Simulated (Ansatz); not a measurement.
Input file:

```yaml
crystal:
  periodic: [false, false, false]
  atoms:
    - {symbol: H, position_ang: [-2.403713, 0.047936, 0.000000]}
    - {symbol: H, position_ang: [-1.464713, 0.047936, 0.000000]}
    - {symbol: Si, position_ang: [0.120287, 0.047936, 0.000000]}
    - {symbol: H, position_ang: [0.516721, -1.431577, 0.000000]}
basis:
  gaussian: {orbitals: 6-31G}
magnetization: {spin_polarized: false, initial_magnetization: 1}
correlation: {method: fci, electrons: outside_noble_gas}
```

```sh
$ ansatz run in.yaml --threads 1 --pin off --events-out ev --progress --plain --max-ram 2393MiB
```

Output:

```
389 factors; integrals over basis functions are off by at most 8.4e-8 eV
mean field evaluation 1: about -7903.3793 eV, gradient 8.4e0 eV
mean field evaluation 2: about -7903.3795 eV, gradient 8.4e0 eV
mean field evaluation 4: about -7903.8317 eV, gradient 3.7e-1 eV
mean field evaluation 8: about -7903.8330 eV, gradient 1.1e-4 eV
mean field evaluation 16: about -7903.3525 eV, gradient 9.9e-5 eV
mean field -7903.83296183 eV, -290.4605039367 hartree, gradient 1.1e-6 eV, S^2 0.750000; 5 other end points of the search recorded, 0 dependent functions left out
mean field evaluation 32: about -7903.8390 eV, gradient 1.4e0 eV
mean field evaluation 64: about -7903.7714 eV, gradient 8.2e-1 eV
determinant -7903.83296183 eV, -290.4605039367 hartree, with singles and doubles -7906.08461673 eV, -290.5432507283 hartree
determinant -7903.35245387 eV, -290.4428455949 hartree, with singles and doubles -7905.52078742 eV, -290.5225303834 hartree
5 core orbitals not correlated: weight in the atoms' cores, before any rotation towards them, 1.000 or more for the frozen orbitals, at most 0.000 for the correlated occupied ones
reference -7903.83296183 eV, -290.4605039367 hartree; 4, 3 occupied and 10, 11 virtual orbitals, 389 factors
state -7906.12759211 eV, -290.5448300442 hartree
Total energy: -7906.12759211 eV, -290.5448300442 hartree
```

Natural occupations: 1.9719 1.9620 1.8842 0.9964 0.1041 0.0357 0.0201 0.0070 0.0065 0.0049 0.0030 0.0019 0.0012 0.0011.

Ran on 1 thread of Intel Xeon Platinum 8375C, shared host: 1.3 s wall, 0.13 GiB peak host memory.
